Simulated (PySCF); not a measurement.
**Spin states of CH⁺**

Unrestricted PBE0; basis H def2-SVPD, C def2-SVPD; no relativity; PySCF 2.14. Outer shells of the fragments: H 1s1; C+ 2s2 2p1.

Followed along the bond (rough minima from three points):

```csv
2Ms+1,unpaired,⟨S²⟩ at the start,R at minimum (Å),Te (eV)
1,none,0.00,1.15,0.00
3,"σ ↑, π ↑",2.00,1.15,0.59
1,"σ ↑, π ↓",1.01,none in the scan,≤ 1.36
```

Solutions found at the starting distance of 1.130 Å, counted from the lowest of them; the search is not exhaustive and high or unbound solutions are not listed, so other states can lie among these:

```
2Ms+1  unpaired   term  E (eV)  ⟨S²⟩  ⟨Lz²⟩  μ (D)
    1      none    ¹Σ⁺    0.00  0.00   0.00  -1.85
    3  σ ↑, π ↑     ³Π    0.59  2.00   1.00  -1.01
    1  σ ↑, π ↓  mixed    1.38  1.01   1.00  -1.26
    3      π ↑↑    ³Σ⁻    4.05  2.13   0.00  -0.72
    1      π ↑↓  mixed    4.90  1.00   2.01  -0.73
    1      none  mixed    6.62  0.00   2.00  -0.72
```

A term symbol is given only where ⟨S²⟩ and ⟨Lz²⟩ are close to those of a pure state; real π, δ and φ orbitals otherwise mix terms. A positive dipole points towards C; it is taken about the centre of mass and depends on that origin.

Counting both spins, an empty level lies below a filled one in some of these solutions, because spin and occupation are held.
